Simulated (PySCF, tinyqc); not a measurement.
Worked calculation: RHF in the sto-3g basis, for CH2, spin multiplicity 1. The lowest restricted solution is unstable here: a spin-polarised one lies 0.0456 hartree lower (PySCF). One step of it, computed by the program tinyqc.

Task: Iteration 2: DIIS coefficients. Solve [B -1; -1 0][c; lambda] = [0; -1] for the coefficients, which sum to one.

B (overlaps of the stored error matrices):
$$\begin{pmatrix}
5.9884434e-01 & 9.2355734e-02 \\
9.2355734e-02 & 2.5619002e-02
\end{pmatrix}$$

Give: DIIS coefficients.

Result:

DIIS coefficients: [-0.1518, 1.1518]
